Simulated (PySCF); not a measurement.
**CH2S: calculation against experiment**

**What was measured.**

From NIST CCCBDB Release 22 (SRD 101), experimental dipoles, for the gas: dipole moment 1.647 ± 0.0014 D.

The results are set against them at the end.

Compound: CH2S.
Atom-mapped SMILES: `[CH2:1]=[S:2]` (hydrogens: H3, H4 on C1)

Geometry (PBE0-D3(BJ)/def2-TZVP, Å), atoms numbered from 1 in this order:
```xyz
4
CH2S angstrom
C     -0.0900   -0.0382   -0.0234
S      1.3588    0.4252    0.4704
H     -0.3921    0.0198   -1.0695
H     -0.8393   -0.4324    0.6634
```

Runs made with PySCF (gas phase, on this PBE0-D3(BJ)/def2-TZVP geometry; no spin–orbit coupling):

| level | job | basis functions | wall time |
| --- | --- | --- | --- |
| PBE0-D3(BJ)/def2-TZVP, grid level 2 | geometry optimisation from a GFN2-xTB start shaken at random | 80 | 14 s |
| B97-2/pcSseg-2 | shieldings | 107 | 3.3 s |
| KT3/pcSseg-2 | shieldings | 107 | 4.8 s |
| PBE0/pcSseg-2 | shieldings, charges and field gradients, density and orbital grids written | 107 | 7.2 s |
| wB97X-D/pcSseg-2 | shieldings | 107 | 4.3 s |
| CAM-B3LYP/aug-cc-pVTZ | 10 singlets by full TDDFT, 4 Tamm–Dancoff triplets, polarisability | 142 | 6.3 s |
| PBE0/aug-cc-pVTZ | 10 singlets by full TDDFT, 4 Tamm–Dancoff triplets, polarisability, dynamic polarisability, density and orbital grids written | 142 | 7.5 s |
| wB97X-D/aug-cc-pVTZ | 10 singlets by full TDDFT, 4 Tamm–Dancoff triplets, polarisability, ΔSCF ions | 142 | 18 s |

Hardware: one thread of an Arm Neoverse N1, no GPU, on a shared host.

Results beside the measurements:

**Dipole moment.** Measured: 1.647 D (NIST CCCBDB Release 22 (SRD 101), experimental dipoles).

```
                level  computed (D)  computed − measured (D)  % (from the printed values)
PBE0-D3(BJ)/def2-TZVP         1.735                   +0.088                           +5
       B97-2/pcSseg-2         1.796                   +0.149                           +9
         KT3/pcSseg-2         1.705                   +0.058                           +4
        PBE0/pcSseg-2         1.792                   +0.145                           +9
     wB97X-D/pcSseg-2         1.853                   +0.206                          +13
CAM-B3LYP/aug-cc-pVTZ         1.786                   +0.139                           +8
     PBE0/aug-cc-pVTZ         1.777                   +0.130                           +8
  wB97X-D/aug-cc-pVTZ         1.826                   +0.179                          +11
```

Closest is KT3/pcSseg-2 (+0.058 D), furthest wB97X-D/pcSseg-2 (+0.206 D); one molecule doesn't rank methods. All 8 levels lie above the measurement. The computed dipoles belong to one fixed geometry; measured ones are averaged over vibrations unless marked μe. Magnitudes are compared, not signs.

The geometry is computed, not the measured one. Where a level misses, the cause wasn't examined.
